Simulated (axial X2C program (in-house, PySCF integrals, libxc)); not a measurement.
## Excited states of CCl⁺ by EOM-EE-CCSD

Computed with an in-house all-electron X2C program for linear molecules (integrals from PySCF): two-component X2C with atomic mean-field Coulomb and Gaunt terms, Gaussian nuclei, basis Cl dyall-av3z, C dyall-av3z with contracted cores.

R = 1.542 Å (near the PBE0 minimum at charge 1 of the determinant lowest at the starting distance; the state shown can have its own minimum elsewhere).

Hartree–Fock spinors of CCl⁺ (one of each Kramers pair; a window near the gap, which can cut inner shells):

```json
{"ω": "1/2", "occupied": "yes", "ε (eV)": "-30.57", "character": "45% Cl p, 25% C s, 18% Cl s"}
{"ω": "1/2", "occupied": "yes", "ε (eV)": "-23.76", "character": "69% Cl p, 18% C p, 8% C d"}
{"ω": "3/2", "occupied": "yes", "ε (eV)": "-23.67", "character": "68% Cl p, 18% C p, 8% C d"}
{"ω": "1/2", "occupied": "yes", "ε (eV)": "-22.75", "character": "47% C p, 27% C s, 17% Cl p"}
{"ω": "1/2", "occupied": "no", "ε (eV)": "-7.23", "character": "59% C p, 20% Cl d, 11% Cl p"}
{"ω": "3/2", "occupied": "no", "ε (eV)": "-7.22", "character": "58% C p, 20% Cl d, 12% Cl p"}
{"ω": "1/2", "occupied": "no", "ε (eV)": "-3.07", "character": "60% C s, 20% Cl s, 7% C p"}
{"ω": "1/2", "occupied": "no", "ε (eV)": "-2.62", "character": "48% Cl p, 24% C p, 19% Cl d"}
{"ω": "1/2", "occupied": "no", "ε (eV)": "-2.19", "character": "65% C p, 33% Cl p"}
{"ω": "3/2", "occupied": "no", "ε (eV)": "-2.18", "character": "66% C p, 33% Cl p"}
```

Vertical excitation energies from the closed-shell determinant state of CCl⁺:

```json
{"Ω": "0⁻", "excitation (eV)": "3.185", "cm⁻¹": "25686", "hole of the leading pair": "46% C pσ, 34% C sσ, 12% Cl pσ", "particle of the leading pair": "68% C pπ, 11% Cl pπ, 11% Cl dπ", "weight of the pair (for Ω = 0 its time-reversed partner can hold as much again)": "0.48", "singles weight": "0.96"}
{"Ω": "0⁺", "excitation (eV)": "3.185", "cm⁻¹": "25688", "hole of the leading pair": "46% C pσ, 34% C sσ, 12% Cl pσ", "particle of the leading pair": "68% C pπ, 11% Cl pπ, 11% Cl dπ", "weight of the pair (for Ω = 0 its time-reversed partner can hold as much again)": "0.48", "singles weight": "0.96"}
{"Ω": "1", "excitation (eV)": "3.200", "cm⁻¹": "25809", "hole of the leading pair": "46% C pσ, 34% C sσ, 12% Cl pσ", "particle of the leading pair": "68% C pπ, 11% Cl pπ, 11% Cl dπ", "weight of the pair (for Ω = 0 its time-reversed partner can hold as much again)": "0.48", "singles weight": "0.96"}
{"Ω": "2", "excitation (eV)": "3.215", "cm⁻¹": "25932", "hole of the leading pair": "46% C pσ, 34% C sσ, 12% Cl pσ", "particle of the leading pair": "67% C pπ, 12% Cl pπ, 11% Cl dπ", "weight of the pair (for Ω = 0 its time-reversed partner can hold as much again)": "0.95", "singles weight": "0.96"}
{"Ω": "1", "excitation (eV)": "5.442", "cm⁻¹": "43894", "hole of the leading pair": "49% C pσ, 23% C sσ, 19% Cl pσ", "particle of the leading pair": "63% C pπ, 16% Cl dπ, 13% Cl pπ", "weight of the pair (for Ω = 0 its time-reversed partner can hold as much again)": "0.47", "singles weight": "0.94"}
{"Ω": "0⁻", "excitation (eV)": "5.615", "cm⁻¹": "45285", "hole of the leading pair": "68% Cl pπ, 18% C pπ, 8% C dπ", "particle of the leading pair": "61% C pπ, 18% Cl dπ, 14% Cl pπ", "weight of the pair (for Ω = 0 its time-reversed partner can hold as much again)": "0.25", "singles weight": "0.94"}
{"Ω": "1", "excitation (eV)": "5.615", "cm⁻¹": "45286", "hole of the leading pair": "68% Cl pπ, 18% C pπ, 8% C dπ", "particle of the leading pair": "61% C pπ, 18% Cl dπ, 13% Cl pπ", "weight of the pair (for Ω = 0 its time-reversed partner can hold as much again)": "0.51", "singles weight": "0.94"}
{"Ω": "3", "excitation (eV)": "6.157", "cm⁻¹": "49657", "hole of the leading pair": "68% Cl pπ, 18% C pπ, 8% C dπ", "particle of the leading pair": "61% C pπ, 18% Cl dπ, 13% Cl pπ", "weight of the pair (for Ω = 0 its time-reversed partner can hold as much again)": "0.93", "singles weight": "0.94"}
{"Ω": "2", "excitation (eV)": "6.184", "cm⁻¹": "49874", "hole of the leading pair": "68% Cl pπ, 18% C pπ, 8% C dπ", "particle of the leading pair": "62% C pπ, 18% Cl dπ, 13% Cl pπ", "weight of the pair (for Ω = 0 its time-reversed partner can hold as much again)": "0.54", "singles weight": "0.94"}
{"Ω": "1", "excitation (eV)": "6.218", "cm⁻¹": "50152", "hole of the leading pair": "69% Cl pπ, 18% C pπ, 8% C dπ", "particle of the leading pair": "62% C pπ, 18% Cl dπ, 13% Cl pπ", "weight of the pair (for Ω = 0 its time-reversed partner can hold as much again)": "0.93", "singles weight": "0.93"}
```

This point took 16 s on 1 thread of Arm Neoverse V2, with other jobs on the host.

Reference electrons by ω block (each with its −ω partner): 1/2: 9, 3/2: 2. 10 electrons of CCl⁺ correlated (inner shells frozen), 88 natural virtual spinors (a truncated set); levels can be off by some tenths of an eV. Roots sought by Ω: (0: 5, 1: 4, 2: 3, 3: 1); rows need 60 % singles weight and stop where some Ω has no more roots. Missing are any skipped roots, higher Ω and states of a further excitation; these come out far too high here and may in truth be low or lowest. T1 of the reference 0.027 (Lee–Taylor). Number of frozen shells: Cl 2 s, 1 p; C 1 s. Large amplitudes in the reference (orbital relaxation or multireference character) lower the reliability.
